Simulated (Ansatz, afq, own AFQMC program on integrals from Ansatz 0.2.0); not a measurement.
AFQMC on a folder of integrals that Ansatz 0.2.0 wrote.

```yaml
crystal:
  periodic: [false, false, false]
  atoms:
    - {symbol: N, position_ang: [0.000000, 0.148371, 1.012160]}
    - {symbol: C, position_ang: [0.000000, -0.224068, -1.032192]}
    - {symbol: H, position_ang: [0.000000, 0.608192, -1.765649]}
basis:
  gaussian: {orbitals: cc-pVDZ}
magnetization: {spin_polarized: false, initial_magnetization: 2}
correlation: {method: ccsd_t, electrons: outside_noble_gas, hamiltonian_folder: ham}
```

```sh
$ ansatz run in.yaml --threads 1 --pin off --events-out ev --progress --plain --max-ram 1382MiB
```

Options of the walk:

```
--method phaseless --trial mp1 --walkers 10 --populations 1 --least-time 40 --time-step 0.005 --steps-per-block 25 --equilibration-blocks 80 --max-blocks 160 --target-error 0.00152 --factor-cut 1e-05 --start determinant --seed 8162 --taylor-order 6
```

Times are imaginary, in 1/Eh. The walk had a cap of 289 s.

Log:

```
orbitals 31  electrons 6 4  factors 218 of 314
reference energy -92.59021329 Eh
CCSD correlation -0.27250654 Eh in 18 cycles, weight of the determinant in the CISD state 0.7905
energy of the start -92.803993 Eh
 block  time / (1/Eh)  mean weight  energy / Eh
     1     0.125  1.0008  -92.811102
     2     0.250  1.0049  -92.815597
     3     0.375  1.0007  -92.820382
     4     0.500  0.9996  -92.826123
     5     0.625  0.9977  -92.831531
     7     0.875  1.0021  -92.831942
     9     1.125  1.0001  -92.843507
    13     1.625  1.0036  -92.838817
    25     3.125  1.0052  -92.859579
    37     4.625  0.9970  -92.856590
    49     6.125  1.0001  -92.857538
    61     7.625  1.0034  -92.851775
    73     9.125  1.0036  -92.865281
    85    10.625  1.0011  -92.856453
    97    12.125  0.9968  -92.827565
   109    13.625  1.0034  -92.854502
   121    15.125  1.0036  -92.860208
   133    16.625  1.0005  -92.863089
   145    18.125  1.0031  -92.866739
   151    18.875  1.0029  -92.917380
   157    19.625  0.9946  -92.865354
   169    21.125  0.9983  -92.872324
   181    22.625  0.9992  -92.878620
   193    24.125  1.0055  -92.871397
   205    25.625  1.0055  -92.866902
   217    27.125  1.0025  -92.864684
   229    28.625  1.0010  -92.861712
   235    29.375  1.0022  -92.845263
blocks merged  error / Eh  count
     1  0.001629  160
     2  0.002126  80
     4  0.002705  40
     8  0.003538  20
    16  0.004148  10
energy -92.866874 +/- 0.003538 Eh
(rows thinned)
```

The run failed at least one of its tests; the cautions name the faults. The second half of the sampling lies below the first by 1.7 errors of their difference, so the energy may still be moving and its error bar be too small.

Against this walk (error 96.3 meV) on the same determinant: CCSD(T) 191.6 meV lower (within the noise), CCSDT(Q) 293.1 meV lower, a separate phaseless walk with a CISD trial and standard settings 199.3 ± 99.4 meV lower. The error is statistical and leaves out the bias of the constraint. None of these is a sure reference here.

Cautions: constraint bias not in the error; error not settled; error above the target (96.3 against 41.4 meV); lower spins were not checked; higher spins were not checked; a spin-contaminated unrestricted determinant lies lower (UHF 2.02 eV lower, ⟨S²⟩ 3.30); strong correlation (T1 0.058, weight of the determinant 0.79, largest double 0.19); CCSDT(Q) on the UHF determinant differs (231 meV lower), perhaps since the unrestricted series falls towards higher spin; the sampling time fell short of the least asked; so few walkers bias the energy.

The walk took 17 s on 1 thread of Arm Neoverse V1, with other jobs on the host. The log's last line is the phaseless energy.

CCSDT and higher add their correlation energy to the determinant of the CCSD(T) run, since their own runs factorise the integrals more tightly (a shift of under 2 meV). A walk keeps the symmetry of its determinant, which the program's search chose and which needn't be the lowest solution, so a lower state of the same spin and another symmetry isn't excluded.
